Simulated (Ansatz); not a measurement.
Reaction (SMILES): ClC (CH3-Cl) → C atom + Cl atom + 3 H atom
B3LYP-D3(BJ)/def2-TZVP geometries, fixed; electronic energies without zero-point terms.
Largest species:
```
C
H 1 1.0858
H 1 1.0858 2 110.57
H 1 1.0858 2 110.57 3 -122.80
Cl 1 1.7944 2 108.35 3 118.60
```
Charge 0, spin multiplicity 1.

Basis-set convergence of the atomisation energy at B3LYP with Ansatz (a program for electronic structure). Cartesian d functions, on some or all atoms, in 6-31+G*; all else is spherical. The program fits the integrals of some runs and decomposes those of others, by size. Open shells are unrestricted. No added dispersion term, no relativity. Functions are those of the species that has most. Reference: the value in pcseg-4, 393.17 kcal/mol. Deviations are taken from unrounded values.

```tsv
basis	functions	atomisation energy (kcal/mol)	minus reference (kcal/mol)
pcseg-0	28	369.47	-23.70
6-31+G*	48	389.67	-3.50
cc-pV(D+d)Z	52	386.29	-6.88
jun-cc-pV(T+d)Z	129	392.64	-0.53
def2-TZVPPD	139	393.00	-0.17
6-311++G(3df,3pd)	140	393.56	0.40
aug-cc-pV(T+d)Z	170	392.52	-0.65
pcseg-3	223	393.15	-0.01
def2-QZVPPD	241	392.94	-0.23
```

The smallest set listed that lies within 4 kcal/mol of the reference with all its larger relatives (same family, alike in diffuse functions; a set with none counts only in the reference's own line) is 6-31+G* (48 functions, -3.50 kcal/mol off). (Relatives not listed, tested too: 6-311+G** -3.49, 6-311++G(2d,2p) -1.09, aug-cc-pV(Q+d)Z -0.01, pcseg-4 0.00 kcal/mol.)
